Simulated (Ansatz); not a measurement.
A nudged elastic band was laid between two geometries of BF$_{2}$H (4 atoms, charge 0, multiplicity 1).

Method: RKS PBE0/def2-mTZVP (Ansatz).

| Quantity | Value |
| --- | --- |
| movable images | 7 |
| climbing image | yes |
| spring | 5.0 eV/Å² |
| optimiser | quadratic models (default) |
| start path | through a guess of the saddle point |
| force threshold | 0.05 eV/Å |
| iteration limit | 60 |
| end points | relaxed |

Image 0:

```xyz
4
Properties=species:S:1:pos:R:3
B 0.279 0.000 0.203
H 0.220 0.000 1.389
F 1.439 0.000 -0.415
F -0.814 0.000 -0.528
```

Image 8:

```xyz
4
Properties=species:S:1:pos:R:3
B -0.614 0.000 -0.149
H 1.323 0.000 0.530
F 2.213 0.000 0.837
F -1.798 0.000 -0.569
```

Problem. What changes between the two ends?

Solution. Bonds broken: B1–H2, B1–F3. Bonds formed: H2–F3. BF2H becomes BF + FH.

Problem. What energy profile does the band end with?

Solution. The run converged. The highest image is number 3 of 0 to 8, 108.2 kcal/mol above the first end and 19.6 kcal/mol above the last; the last end lies 88.6 kcal/mol above the first. Neighbouring images differ by up to 2.4 eV, so the band resolves the path poorly. A vibrational analysis at the climbing image gives one clearly imaginary mode, 1326i cm⁻¹: a first-order saddle point. The orbitals stay closed-shell, which can raise the energy where a bond breaks towards radicals; this wasn't checked here.

```csv
image,path coordinate (Å),energy (kcal/mol),B1–H2 (Å),B1–F3 (Å),H2–F3 (Å)
0,0.00,0.0,1.19,1.32,2.18
1,0.38,18.1,1.17,1.34,1.81
2,0.77,74.4,1.20,1.55,1.46
3,1.15,108.2,1.37,1.85,1.15
4,1.54,97.2,1.73,2.24,0.97
5,1.92,92.5,1.97,2.61,0.94
6,2.31,90.6,2.00,2.80,0.94
7,2.70,89.2,2.02,2.92,0.94
8,3.08,88.6,2.05,2.99,0.94
```

Problem. What is the geometry of the highest image?

Solution. 
```xyz
4
Properties=species:S:1:pos:R:3
B -0.325 0.000 0.336
H 0.857 0.000 1.023
F 1.510 0.000 0.071
F -0.919 0.000 -0.782
```

Time of the run: 47 s on 1 thread of Intel(R) Xeon(R) Platinum 8488C (Sapphire Rapids) (shared host), peak memory 0.12 GiB.
